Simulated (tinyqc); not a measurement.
A ladder of methods, and size consistency: correlation methods against full CI in the sto-3g basis, for H2O, spin multiplicity 1. Computed by the program tinyqc with PySCF. All electrons correlated; +Q is the Davidson correction (1 - c0^2) E_corr. The last columns treat two copies 100 angstrom apart as one system. FCI is the lowest singlet.

Geometry (angstrom):
```
atom,x,y,z
O,0.0000,0.0000,0.0000
H,0.0000,0.8490,0.5290
H,0.0000,-0.8490,0.5290
```

RHF energy of one = -74.954499 hartree

Correlation energies (hartree):
```
method,E_corr of one,share of FCI (%),E_corr of two at 100 angstrom,two minus twice one (mhartree)
MP2,-0.03764,70.195,-0.07528,0.000
CISD,-0.05271,98.292,-0.10244,2.966
CISD+Q,-0.05428,101.229,-0.10803,0.525
CCSD,-0.05344,99.661,-0.10688,0.000
CCSD(T),-0.05355,99.864,-0.10710,0.000
FCI,-0.05362,100.000,-,-
```

What does the comparison show, and why?

MP2 recovers 70 %, CISD 98.3 % and CCSD 99.7 % of the FCI value (c0^2 = 0.970 in CISD). MP2 and coupled cluster are size consistent, so their last column vanishes; CISD loses 2.97 mhartree, since a double excitation on each copy is a quadruple of the pair, and the Davidson correction leaves +0.53.
